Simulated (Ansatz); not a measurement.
A made-up structure of CH5SSi (charge -1), singlet:

Si1  (-0.795, 0.293, -0.130)
C2  (0.975, -0.231, 0.021)
S3  (0.903, -1.463, 1.367)
H4  (-1.689, -0.837, -0.510)
H5  (-1.050, 1.346, -1.206)
H6  (-1.305, 0.924, 1.120)
H7  (-0.150, -0.129, 1.063)
H8  (1.341, -0.655, -0.923)
(Å)

It is relaxed with PBE-D4/def2-SVPD and then PBE0-D4/def2-TZVPD (Ansatz 0.2.0). Atoms count as bonded within 1.22 times the sum of their covalent radii (H–H: 0.88 Å). The end point is not checked to be a true minimum.

(1) Does its bonding change? (A judgement: the text doesn't fix the answer.)

Results:

(1) By the calculation: Yes. Formed: S3–H7; broken: Si1–H7.

Where it ends: The first stage lowers the energy by 3.85 eV in 22 steps. It ends as CH₅SSi ([SiH3][CH][SH]), total charge -1:
```
atom    x (Å)    y (Å)    z (Å)
 Si1  -0.9586   0.3351  -0.4191
  C2   0.6170  -0.4467  -0.1342
  S3   0.7839  -1.6090   1.1429
  H4  -2.1157  -0.6203  -0.5788
  H5  -0.9437   1.1777  -1.6742
  H6  -1.5379   1.3053   0.6125
  H7   0.8468  -0.9129   2.3327
  H8   1.5378   0.0192  -0.4798
```

Labels in which every atom is bracketed show which atoms are joined, not bond orders.

For scale, one of the runs: PBE0-D4/def2-TZVPD relaxation, 171 basis functions, launched by `ansatz run in.yaml --threads 2 --pin off --events-out ev --progress --plain --max-ram 4352MiB`. The run took about 30 s on 2 CPU threads of an Arm Neoverse V2 (shared host).
